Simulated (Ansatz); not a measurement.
## Band gap of zinc-blende CdS (metastable phase) at several levels of theory

Unless a cell is named, each level is at its own relaxed cell (revPBE 26.80, r²SCAN+rVV10 25.03, LC-ωPBE 24.49 Å³/atom).

Task: Put these levels in order of the band gap that they give for zinc-blende CdS (metastable phase), smallest first: LC-ωPBE (Ansatz, a program for electronic structure), revPBE (Ansatz), r²SCAN+rVV10 (Ansatz).

Result: revPBE (1.11 eV), r²SCAN+rVV10 (1.52 eV), LC-ωPBE (7.01 eV)

Computed values are for a static lattice. Levels without +SOC have no spin–orbit coupling; where heavier elements are present it shifts gaps, mostly down, and can invert bands.  Each level is taken at its own relaxed cell. Cutoffs and k meshes differ between the levels. Ansatz's density-functional and Hartree–Fock values are scalar-relativistic unless marked +SOC, with PAW data made under PBE.
